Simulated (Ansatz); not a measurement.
Anatase TiO2 (metastable phase), treated with rVV10 (Ansatz, a first-principles code, plane waves, PAW).

Numerical settings: plane-wave cutoff 520 eV, 12×12×12 k mesh, Fermi–Dirac smearing 0.01 eV, no spin polarisation, scalar-relativistic PAW data made under PBE.

Shape and atoms are relaxed at each volume.

Pressure at four volumes; x = ln(V/11.741 Å³). One pressure is withheld.

```json
[
 {"V (Å³/atom)": "11.272", "x": "-0.0408", "P (GPa)": "?"},
 {"V (Å³/atom)": "11.507", "x": "-0.0201", "P (GPa)": "3.56"},
 {"V (Å³/atom)": "11.741", "x": "0.0000", "P (GPa)": "0.00"},
 {"V (Å³/atom)": "12.211", "x": "0.0393", "P (GPa)": "-6.36"}
]
```

Question: Pass a parabola P(x) through the three rows shown, estimate the bulk modulus and its pressure derivative near zero pressure, and predict the withheld pressure.

Answer: Slopes between the rows: (0.00 − (3.56))/(0.0000 − (-0.0201)) = -177.11 and (-6.36 − (0.00))/(0.0393 − (0.0000)) = -161.83 GPa. Their difference over the span 0.0594 is c = 15.28/0.0594 = 257.2 GPa, so P(x) = 3.56 + (-177.11)(x − (-0.0201)) + 257.2 (x − (-0.0201))(x − (0.0000)). At the middle row B = −dP/dx = −[-177.11 + 257.2 × 0.0201] = 171.9 GPa, and B′ = dB/dP = 2c/B = 3.0. At x = -0.0408 the parabola gives 7.44 GPa; the run gives 7.33 GPa. The Birch–Murnaghan fit to the energies at all volumes has B0 = 171 GPa and B′ = 2.4.
